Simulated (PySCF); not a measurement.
# Proton affinity of sulfur trioxide, site by site

System: `O=S(=O)=O` (O3S). Non-hydrogen atoms are numbered in `[O:1]=[S:2](=[O:3])=[O:4]`.

Energies: ωB97X-D3(BJ)/def2-TZVP (PySCF, density fitting, integration grid level 2) on PBE0-D3(BJ)/def2-SVP structures. ωB97X-D3(BJ) is ωB97X-V with D3(BJ) in place of VV10. Thermal corrections: PBE0-D3(BJ)/def2-SVP frequencies, unscaled, ideal gas at 298.15 K and 1 bar, quasi-RRHO entropy.

```
                        site        product  PA / kJ/mol  GB / kJ/mol
O1 (oxygen on the chalcogen)  O=S(=O)=[OH+]          598          572
```

PA is −ΔH and GB is −ΔG of B + H⁺ → BH⁺ in the gas phase.

In benzonitrile the product from O1 is solvated 289 kJ/mol more strongly than the parent (electrostatics only).

Measured values (NIST Chemistry WebBook, evaluated or the median of agreeing entries): proton affinity (−ΔH) 588 kJ/mol (computed 598, difference 10); gas-phase basicity (−ΔG) 560 kJ/mol (computed 572, difference 11).

Caveats: S2 is not listed: the run failed or kept an imaginary mode, or the ion rearranged or equalled another; a site not listed may be the best one.

Differences come from unrounded values, so a last digit can differ from that of the printed terms.
